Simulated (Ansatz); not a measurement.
# BSiNH (doublet): wave-function methods side by side, def2-TZVPP

One table from this session's results is given with a row withheld; the runs are named, their logs left out.

Computed with Ansatz 0.2.0, Gaussian basis. Level: def2-TZVPP, core rule «outside noble gas», up to 7 orbitals frozen.

The runs, in order: UHF; ROHF; CCSD(T) on UHF.

### What is computed

The geometry is a PBE0/def2-TZVP stationary point (not a proven minimum) of the parent state, kept for this charge and spin.

4 atoms, charge 0, spin multiplicity 2.

Atoms are counted from 1 here; the program's logs count them from 0.

Bond lengths: N1–B2 1.336 Å, N1–Si3 1.777 Å, B2–Si3 2.063 Å, B2–H4 1.181 Å. Angles: B2–N1–Si3 81.7°, N1–B2–Si3 58.5°, N1–B2–H4 153.5°, Si3–B2–H4 148.1°, N1–Si3–B2 39.9°.

The first run:

Contents of in.yaml:

```yaml
crystal:
  periodic: [false, false, false]
  atoms:
    - {symbol: N, position_ang: [0.000000, -0.759800, 0.665432]}
    - {symbol: B, position_ang: [0.000000, 0.473968, 1.177819]}
    - {symbol: Si, position_ang: [0.000000, 0.151704, -0.859531]}
    - {symbol: H, position_ang: [0.000000, 1.247631, 2.069996]}
basis:
  gaussian: {orbitals: def2-TZVPP}
magnetization: {spin_polarized: true, initial_magnetization: 1}
hamiltonian: {xc: hf}
output: {orbitals: {seedname: orbitals}}
```

Launch:

```
> ansatz run in.yaml --threads 1 --pin off --events-out ev --progress --plain --max-ram 4096MiB --backend cpu
```

Steps of the session up to this table: UHF; ROHF; CCSD(T) on UHF.

One of the session's tables, all rows but one given; the rest of the session is left out.

```
  method  from UCCSD(T) (kcal/mol)
    ROHF                   +266.97
     UHF                         ?
    UMP2                    +25.42
   UCCSD                    +14.50
UCCSD(T)                         0
```

**Question.** Estimate the row for UHF.

The run gave: from UCCSD(T) (kcal/mol): +263.53. In the column «from UCCSD(T) (kcal/mol)» it lies between UMP2 (+25.42) and ROHF (+266.97).
